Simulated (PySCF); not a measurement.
C6H8 (charge -1 and doublet state).
Z-matrix (Å and degrees, GFN2-xTB geometry), rows numbered from 1:
```
C 
C   1  1.4803
C   2  1.2502  1  140.74
C   3  1.3668  2  162.96  1  -175.23
C   4  1.4020  3  126.79  2   -96.89
C   5  1.4910  4  123.10  3     2.80
H   1  1.0981  2  110.41  3   113.78
H   1  1.0981  2  110.50  3  -127.87
H   1  1.1065  2  114.28  3    -7.07
H   4  1.0948  3  116.80  2    87.29
H   5  1.0865  4  119.53  3  -174.84
H   6  1.1043  5  112.83  4   124.35
H   6  1.0894  5  109.05  4     4.50
H   6  1.1067  5  113.17  4  -115.40
```

The hyperfine couplings belong to this conformer and change with its torsions.

The species is `C(=C/C)/[C]=[C-]/C` [radical] (charge -1).

The calculation used UKS B3LYP, pcH-1 on C H, non-relativistic, mean-field spin-orbit, GIAO in PySCF. Whether the extra electron is bound in the gas phase wasn't checked; a finite basis holds it in any case. The geometry wasn't refined by DFT: couplings that depend on bond lengths, twists or pyramidal angles can differ widely from those at the functional's own minimum, by a factor of two or more for some ions and for spin on atoms past the first row. The frame is twisted about the C3–C4 bond at this geometry (dihedral C2–C3–C4–H10 = 87°); couplings at other torsion angles weren't computed. No stability test was run, so a lower SCF solution isn't excluded.

**Question.** Break the g tensor into its mass correction, gauge correction and orbital-Zeeman/spin–orbit terms.

**Answer.** 
```csv
Δg (ppm),1,2,3
relativistic mass correction,-141,-141,-141
gauge correction,31,0,38
orbital Zeeman/spin–orbit,-254,-5,484
total,-363,-146,381
```

So g = 2.00196, 2.00217, 2.00270 and g_iso = 2.00228; the tensor is rhombic: the two nearest values differ by 29 % of g3 − g1. Axes: g1 points within 15° of the C1–C2 bond and g3 points within 7° of the C5–C6 bond.

**Question.** At 93.99 GHz, how far is the centre of the isotropic spectrum from where a free electron (g = 2.002319) resonates?

**Answer.** B = hν/(g μB) with μB/h = 13.99624 MHz/mT gives 3353.80 mT for the free electron and 3353.87 mT at g_iso, 0.07 mT higher.

**Question.** What are the electron Larmor frequencies g μB B/h along the three axes at 3350 mT?

**Answer.** 93.8665, 93.8768, 93.9015 GHz for g1, g2 and g3, a range of 34.9 MHz.

**Question.** What effective moment and Curie constant follow for a powder?

**Answer.** With the mean of g² = 4.0091 and S(S+1) = 0.75: μ_eff = √(⟨g²⟩S(S+1)) = 1.734 μB and χT = 0.12505·⟨g²⟩·S(S+1) = 0.376 cm³ K/mol (cgs; spin-Hamiltonian part alone).

**Question.** In a frozen sample, at which fields do the three g values resonate at 9.5, 34, 94 and 263 GHz (hyperfine left aside), and which band first spreads them over more than twice a line width of 0.5 mT?

**Answer.** 
```csv
band,GHz,B(g3) mT,B(g2) mT,B(g1) mT,spread mT
X,9.5,338.92,339.01,339.05,0.13
Q,34.0,1212.97,1213.29,1213.42,0.45
W,94.0,3353.52,3354.40,3354.76,1.25
J,263.0,9382.71,9385.18,9386.20,3.49
```

The spread grows in proportion to the frequency. W band is the first where it exceeds 1.0 mT.

The largest Mulliken spin populations are on C5 (+0.51), C2 (+0.31), C3 (+0.09) and H9 (+0.08). The angles at C5 add up to 360.0°, so it is planar.

The HOMO–LUMO gaps are 2.96 eV among the α and 4.50 eV among the β orbitals.

The run took 44 s wall (with the writing of density and orbital grids) on one thread, Intel Xeon at 2.70 GHz (x86_64), no GPU, shared host with 64 logical CPUs at a one-minute load of 57, and the process peaked at 0.86 GiB of memory.

The SMILES draws the unpaired electron on C3; the largest computed Mulliken spin population is on C5 (0.51 against 0.09).
